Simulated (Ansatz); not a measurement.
Chalcopyrite CuGaSe₂, treated with HSE06 (PAW; Ansatz, a first-principles code).

Run with plane-wave cutoff 500 eV, 6×6×6 k mesh, gaussian smearing 0.02 eV, no spin polarisation, scalar-relativistic PAW data made under PBE.

Cell (relaxed with r²SCAN):

```
CuGaSe2
1.0
   -2.80327     2.80327     5.55090
    2.80327    -2.80327     5.55090
    2.80327     2.80327    -5.55090
Ga Cu Se
2 2 4
Direct
  0.25000   0.75000   0.50000
  0.50000   0.50000   0.00000
  0.75000   0.25000   0.50000
  0.00000   0.00000   0.00000
  0.12125   0.12500   0.49625
  0.87500   0.37125   0.99625
  0.62875   0.62500   0.50375
  0.37500   0.87875   0.00375
```

Problem. What does this level give for the band gap?

Solution. 
- band gap: 1.35 eV (on the SCF k mesh)

Measured, for comparison: band gap 1.67 eV (temperature not stated, not corrected to a static lattice, direct or pseudo-direct at Γ; as tabulated in Ghosh et al. (2024), arXiv:2401.16805).

Note: cell and atoms aren't relaxed at this level (largest force component 0.24 eV/Å, pressure 0.9 GPa).

Spin–orbit coupling is not included.

It cost roughly 24 core-minutes of CPU time.
